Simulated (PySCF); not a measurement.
Species: C₅H₆F (charge +1).
Bonds: C1–C2, C2–C3, C3–C4 (double), C4–C5, C5–F6, C2–C4. Hydrogens: H7, H8, H9 on C1; H10 on C3; H11, H12 on C5.

NICS = −σ at a ghost point: NICS(0) at the centroid of the ring atoms, NICS(1) 1 Å to either side along the normal of their mean plane, zz for the tensor component along that normal. Level: GIAO PBE0/pcSseg-1 (PySCF, non-relativistic, gas phase) on the GFN2-xTB geometry, one conformer.

Ring bond lengths (Å), with Mayer bond orders in brackets: C2–C3 1.383 (1.18), C3–C4 1.376 (1.20), C4–C2 1.407 (1.14).

Give the NICS values of each ring in ppm.

```
    ring                                                          type  NICS(0)  NICS(1), two faces  NICS(1)zz, two faces  rms pucker (Å)  centre to ring atoms, mean (Å)
C2–C3–C4  3-membered carbocycle; bonds drawn aromatic by RDKit's count    -24.3       -14.2 / -13.9         -24.9 / -24.2            0.00                            0.80
```

What do they say, and how far can they be read as aromaticity?

- C2–C3–C4: mean NICS(1)zz -24.5 ppm, shielded. NICS(0) lies 10 ppm below the mean NICS(1).

And the bond-length index? HOMA = 1 − mean of α(R − Ropt)² over the ring bonds, with Krygowski's 1993 parameters (CC: Ropt 1.388 Å, α 257.7 Å⁻²).

- C2–C3–C4: HOMA 0.95 = 1 − EN − GEO, with mean bond length 1.389 Å, EN = α(Ropt − mean)² = 0.000 and GEO = α × variance = 0.045.

At the first NICS(1) probe listed for ring C2–C3–C4, 1 Å off the ring, what do the in-plane components average?

The isotropic value is a third of the trace: (3 × -14.2 − (-24.9))/2 = -8.8 ppm.

Shape of the structure used: `[CH3:1][c+:2]1[cH:3][c:4]1[CH2:5][F:6]`: C3–C4–C5–F6 180°.
